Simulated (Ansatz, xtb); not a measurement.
# C6H6: which of two isomers lies lower

Structure I: `C#C/C=C/C=C`, a singlet. Structure II: `C#CC(=C)C=C`, a singlet. Both are isolated molecules in the gas phase, relaxed with r2SCAN-D4/def2-SVP; the shapes shown needn't be the lowest conformers.

I (Å):

| atom | x (Å) | y (Å) | z (Å) |
| --- | --- | --- | --- |
| C | 1.6209 | -1.6907 | -0.7520 |
| C | 0.9095 | -0.7797 | -1.1434 |
| C | 0.1161 | 0.2921 | -1.6103 |
| C | -1.2327 | 0.3795 | -1.4534 |
| C | -2.0197 | 1.4877 | -1.9405 |
| C | -3.3561 | 1.5878 | -1.7918 |
| H | 2.2392 | -2.4969 | -0.4035 |
| H | 0.6418 | 1.1027 | -2.1342 |
| H | -1.7603 | -0.4281 | -0.9309 |
| H | -1.4734 | 2.2859 | -2.4605 |
| H | -3.9280 | 0.8078 | -1.2778 |
| H | -3.9119 | 2.4464 | -2.1771 |

II (Å):

```
atom    x (Å)    y (Å)    z (Å)
   C  -0.7680  -2.0211  -1.1552
   C  -0.6043  -0.8191  -1.2586
   C  -0.4415   0.5979  -1.3874
   C   0.7668   1.1758  -1.1704
   C  -1.6127   1.4051  -1.7592
   C  -2.8436   0.9232  -1.9929
   H  -0.8972  -3.0834  -1.0602
   H   1.6405   0.5820  -0.8939
   H   0.8861   2.2584  -1.2703
   H  -1.4213   2.4818  -1.8412
   H  -3.0561  -0.1478  -1.9167
   H  -3.6664   1.5890  -2.2658
```

Task: Estimate which is lower in electronic energy at CCSD(T)/def2-SVP + ΔMP2/def2-TZVPP, and by roughly how much.

Result: CCSD(T)/def2-SVP + ΔMP2/def2-TZVPP gives E(II) − E(I) = +0.033 eV, slightly favouring structure I, which is too small a margin to settle the true order.

How the difference moves with the method:

```json
{"level": "GFN2-xTB", "geometry": "GFN2-xTB", "E(II) − E(I) (eV)": "+0.103", "departure from the last row (eV)": "+0.070", "job, with rough time for the two": "optimisation, 0.38 s"}
{"level": "HF/STO-3G", "geometry": "GFN2-xTB", "E(II) − E(I) (eV)": "+0.076", "departure from the last row (eV)": "+0.043", "job, with rough time for the two": "single point, 0.91 s"}
{"level": "r2SCAN-D4/def2-SVP//GFN2-xTB", "geometry": "GFN2-xTB", "E(II) − E(I) (eV)": "+0.147", "departure from the last row (eV)": "+0.114", "job, with rough time for the two": "single point, 6.9 s"}
{"level": "r2SCAN-D4/def2-SVP", "geometry": "r2SCAN-D4/def2-SVP", "E(II) − E(I) (eV)": "+0.146", "departure from the last row (eV)": "+0.113", "job, with rough time for the two": "optimisation, 55 s"}
{"level": "HF/def2-SVP", "geometry": "r2SCAN-D4/def2-SVP", "E(II) − E(I) (eV)": "+0.086", "departure from the last row (eV)": "+0.053", "job, with rough time for the two": "part of the CCSD(T) run"}
{"level": "MP2/def2-SVP", "geometry": "r2SCAN-D4/def2-SVP", "E(II) − E(I) (eV)": "+0.060", "departure from the last row (eV)": "+0.027", "job, with rough time for the two": "part of the CCSD(T) run"}
{"level": "CCSD(T)/def2-SVP", "geometry": "r2SCAN-D4/def2-SVP", "E(II) − E(I) (eV)": "+0.055", "departure from the last row (eV)": "+0.022", "job, with rough time for the two": "single point"}
{"level": "CCSD(T)/def2-SVP + ΔMP2/def2-TZVPP", "geometry": "r2SCAN-D4/def2-SVP", "E(II) − E(I) (eV)": "+0.033", "departure from the last row (eV)": "", "job, with rough time for the two": "single point, 2.1 min"}
```

As drawn, both hold the same kinds of bond in the same numbers.

The largest departure from CCSD(T)/def2-SVP + ΔMP2/def2-TZVPP is that of r2SCAN-D4/def2-SVP//GFN2-xTB, 0.114 eV. The last row adds to CCSD(T) the change of the MP2 difference between the two basis sets, here −0.022 eV.

With thermal terms from frequencies at re-optimised GFN2-xTB minima (ideal gas, soft modes damped towards free rotors, one conformer each, 298.15 K, 1 atm): the zero-point term adds +0.001 eV; ΔH is +0.031 and ΔG +0.034 eV.

The correlated steps freeze 6 core orbitals. Programs: Ansatz 0.2.0, xtb 6.7.1; the last row on 2 threads of Intel(R) Xeon(R) Processor @ 2.50GHz (Skylake/Cascade Lake) on a shared host.
